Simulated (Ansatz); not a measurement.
BH2F, relaxed as a singlet with RKS PBE-D4/def2-TZVP in Ansatz, starting from the GFN2-xTB geometry. Force threshold 0.02 eV/Å.

Start:

```xyz
4

B    -0.039    0.027   -0.032
H    -1.110   -0.443   -0.094
H     0.298    1.018   -0.559
F     0.852   -0.603    0.685
```

Estimate the energy that the relaxation releases and the steps that it takes.

0.9 kcal/mol, in 5 steps; 1.6 s on 4 threads of Arm Neoverse V1 on a shared host. No frequencies were taken in this run, so the end may be a saddle point.

Does the start keep its bonding and symmetry?

By distances, no bond broke or formed. The bond that changes most is B1–H3, from 1.17 to 1.20 Å (atoms count from 1). Point group C2v at the start, C2v at the end, both within 0.05 Å.

Predict the relaxed structure.


Cartesian coordinates in Å:
```
B -0.0360 0.0255 -0.0289
H -1.1390 -0.4530 -0.0975
H 0.3039 1.0443 -0.5737
F 0.8711 -0.6167 0.7001
```
Bond lengths: 1 × B–F 1.33 Å; 2 × B–H 1.20 Å.
